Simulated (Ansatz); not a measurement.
## CH₂AlN, SMILES [CH]1=[N][AlH]1: a ladder of basis sets

Computed with Ansatz's Python interface.

Script `basis.py`:
```python
import ansatz

GEOMETRY = '''
C    -0.57120   -0.75940    0.07180
N     0.26750   -0.63720    1.11060
Al    0.49090    0.63090   -0.09730
H    -1.38230   -1.21490   -0.40670
H     1.24500    1.90690   -0.71980
'''

molecule = ansatz.Crystal.molecule()
for line in GEOMETRY.strip().splitlines():
    symbol, *xyz = line.split()
    molecule = molecule.atom(symbol, [float(v) for v in xyz])

model = molecule.calculation().correlation('MP2')

energies = {}
for basis in ['cc-pVDZ', 'cc-pVTZ']:
    report = model.basis(gaussian=basis).run(threads=1).report
    size = report['n_frozen'] + report['n_occupied'][0] + report['n_virtual'][0]
    energies[basis] = (report['reference_energy_ev'] / 27.211386246, report['free_energy_ev'] / 27.211386246)
    print(f'{basis:14s} {size:4d} orbitals  reference {energies[basis][0]:14.6f} Ha  total {energies[basis][1]:14.6f} Ha')

small, large = (energies[b][1] - energies[b][0] for b in ('cc-pVDZ', 'cc-pVTZ'))
limit = (3 ** 3 * large - 2 ** 3 * small) / (3 ** 3 - 2 ** 3)
print(f'correlation energy: {small:.6f} and {large:.6f} Ha, extrapolated {limit:.6f} Ha')
print(f'share caught by the larger set: {100 * large / limit:.1f} %')
```

```console
$ python basis.py
cc-pVDZ          56 orbitals  reference    -335.284545 Ha  total    -335.633300 Ha
cc-pVTZ         122 orbitals  reference    -335.327897 Ha  total    -335.752881 Ha
correlation energy: -0.348755 and -0.424984 Ha, extrapolated -0.457080 Ha
share caught by the larger set: 93.0 %
```

Against cc-pVDZ: cc-pVTZ -119.6 mHa. The last step alone is -119.58 mHa.

Reading the output:
- The drop along the ladder measures the basis error, and is no property of the molecule.
- The geometry is a force-field or estimated start, not a minimum of this method, and the last set is no limit. Much of the fall in a total is atomic energy, which cancels in bond and reaction energies.
- Inner cores stay frozen, so this is valence correlation.
- For Al to Cl the sets with a tight d function, cc-pV(X+d)Z, are usual.
- An extrapolation from small basis sets is rough.
- The whole script took 2 s on 1 thread of Arm Neoverse V2 (shared host), peak memory 0.22 GiB.
